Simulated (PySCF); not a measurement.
Species: C₃H₃O₂ (charge -1).
SMILES with atom numbers: `[CH2:1]=[CH:2][C:3](=[O:4])[O-:5]`

Cartesian coordinates in Å at the PBE0-D3(BJ)/def2-SVP level; atoms count from 1:
```xyz
8
C3H3O2 angstrom
C     -1.0675   -0.4883    0.3909
C      0.1931   -0.0546    0.4626
C      0.9714    0.4995   -0.7495
O      2.1486    0.8234   -0.4902
O      0.3432    0.5549   -1.8249
H     -1.5640   -0.4380   -0.5854
H     -1.6180   -0.8853    1.2532
H      0.7494   -0.0783    1.4103
```

The calculation used PySCF 2.14.0, delta-SCF UKS SCAN, pcX-2 on the ionised atom, pcseg-1 elsewhere, spin-free X2C. These are vertical core ionisation energies against the vacuum level, from separate self-consistent calculations with and without the core hole.

Some binding energies are withheld.

```tsv
atom(s)	bonded to	level	binding energy (eV)
C1	C (double bond) and 2 H	C 1s	?
C2	C (double bond), C and H	C 1s	285.62
C3	O (double bond), O and C	C 1s	287.81
O4	C (double bond)	O 1s	?
O5	C	O 1s	530.59
```

(1) Fill in C 1s for C1.

(2) Fill in O 1s for O4.

Answers

(1) 285.73 eV (terminal =CH2 carbon). The nearest listed C 1s value is that of C2; the shift against it is +0.11 eV.

(2) 530.59 eV (carboxylate oxygen). The other listed O 1s value is that of O5; the shift against it is 0.00 eV.

Lowest listed C 1s: C2, bonded to C (double bond), C and H. Highest, 2.19 eV above it: C3, bonded to O (double bond), O and C. Summing the Pauling electronegativity differences to the bonded atoms, each weighted by its formal bond order, gives -0.35 for the lowest site and +2.67 for the highest; no listed site has a larger sum than the highest. The smallest sum, -0.70, belongs to C1, 0.11 eV above the lowest.

Q: What is the longest wavelength that can ionise C 1s of C2 vertically?

A: λ = hc/E = 12398.42 eV Å / 285.62 eV = 43.409 Å.

The species carries charge -1, so core ionisation leaves a neutral species. The basis sets have no added diffuse functions. The structure is a single PBE0-D3(BJ)/def2-SVP conformer in the gas phase; no vibrational or solvent corrections. The geometry's basis has no diffuse functions, a weakness for an anion.
